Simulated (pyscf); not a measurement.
# Insertion: `[CH3][Cl]` + `[F][C][F]` [singlet] -> `[CH3][C]([F])([F])[Cl]`

Gas phase, singlet surface, charge 0. Bonds broken: C1–Cl2. Bonds formed: C1–C7, Cl2–C7. Structures and frequencies: ωB97X-D3(BJ)/def2-SVP in PySCF. MP2 and CC: frozen core, UHF for open shells. ΔMP2 is the change of the MP2 total energy from the triple- to the quadruple-zeta basis.

Transition state (Å):

```xyz
8

C     -1.0885    -0.9391    -0.1093
Cl    -1.3112     1.1266     0.8735
H     -0.0883    -1.3732    -0.0695
H     -1.6083    -1.0825    -1.0577
H     -1.7017    -1.1916     0.7587
F      0.9972     1.2848    -0.7166
C     -0.1584     0.7725    -1.0454
F     -0.7588     1.6228    -1.8344
```

One imaginary mode, 801i cm⁻¹; descent along it reached the two sides named.

```csv
bond,change,reactant side (Å),saddle,product side
C1–Cl2,breaks,1.782,2.298,2.7
C1–C7,forms,3.4,2.161,1.510
Cl2–C7,forms,3.1,2.266,1.782
```

Electronic energies relative to the separated reactants (kJ/mol):

| level | barrier | reaction energy | reverse barrier |
|---|---|---|---|
| ωB97X-D3(BJ)/def2-TZVP | 233.9 | -273.2 | 507.1 |
| PBE/def2-TZVP | 171.1 | -273.6 | 444.8 |
| r²SCAN/def2-TZVP | 181.4 | -289.9 | 471.3 |
| B3LYP-D3(BJ)/def2-TZVP | 198.5 | -267.2 | 465.7 |
| PBE0-D3(BJ)/def2-TZVP | 202.7 | -290.9 | 493.6 |
| M06-2X/def2-TZVP | 224.8 | -277.6 | 502.4 |
| ωB97M-D3(BJ)/def2-TZVP | 229.2 | -262.7 | 491.9 |
| HF/def2-TZVP | 303.1 | -230.7 | 533.8 |
| MP2/def2-QZVPP | 239.1 | -290.9 | 530.0 |
| CCSD/def2-TZVPP | 255.8 | -263.5 | 519.3 |
| CCSD(T)/def2-TZVPP | 234.3 | -265.4 | 499.7 |
| CCSD(T)/def2-TZVPP + ΔMP2(QZVPP) | 229.9 | -268.5 | 498.4 |

With CCSD(T)/def2-TZVPP + ΔMP2(QZVPP) energies and thermal terms (ideal gas, 1 atm, RRHO with modes under 100 cm⁻¹ raised to 100, one conformer, R ln 2 for chiral ones without a mode under 150 cm⁻¹), in kJ/mol:

```csv
T (K),ΔH‡,ΔG‡,ΔH,ΔG
298,230.7,273.7,-257.5,-207.1
600,233.9,316.1,-255.0,-156.9
900,236.9,356.5,-251.1,-108.6
1200,239.7,396.0,-246.7,-61.8
```

From the product side, H₃C–C•(F)–F + Cl• lies, by one bond made or cut, 125.6 kJ/mol under this saddle at ωB97M-D3(BJ)/def2-TZVP. The same reactants have a lower exit, to F–CH(F)–CH₂–Cl (barrier +158.3 kJ/mol at ωB97M-D3(BJ)/def2-TZVP, against +229.2 kJ/mol here). This is the saddle that the search found; another between the same sides may lie lower. The CCSD(T) − MP2 part came from Ansatz, without density fitting, on the same reference.
